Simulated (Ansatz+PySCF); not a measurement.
# singlet CH4: levels of theory in one basis

```yaml
atoms:
  - { symbol: C, position_ang: [0.0000, 0.0000, 0.0000] }
  - { symbol: H, position_ang: [0.5706, 0.5706, 0.5706] }
  - { symbol: H, position_ang: [0.6340, -0.6340, -0.6340] }
  - { symbol: H, position_ang: [-0.6340, 0.6340, -0.6340] }
  - { symbol: H, position_ang: [-0.6340, -0.6340, 0.6340] }
```

Basis set: 6-31G (spherical functions). Frozen core: 1 orbital. Charge 0, multiplicity 1.

Computed with Ansatz (development build ahead of 0.2.0) and PySCF 2.14.0; each method stands on the lowest determinant of its kind that the runs found.

```json
{"method": "RHF", "E − E(RHF) (eV)": "0.00", "<S²> of the determinant": "–"}
{"method": "RHF-CCSD", "E − E(RHF) (eV)": "-3.16", "<S²> of the determinant": "–"}
{"method": "RHF-CCSD(T)", "E − E(RHF) (eV)": "-3.20", "<S²> of the determinant": "–"}
{"method": "full CI (lowest root of this spin)", "E − E(RHF) (eV)": "-3.21", "<S²> of the determinant": "–"}
```

(1) What does RHF-MP2 give on the same scale?

## Answers

(1) -2.65 eV.
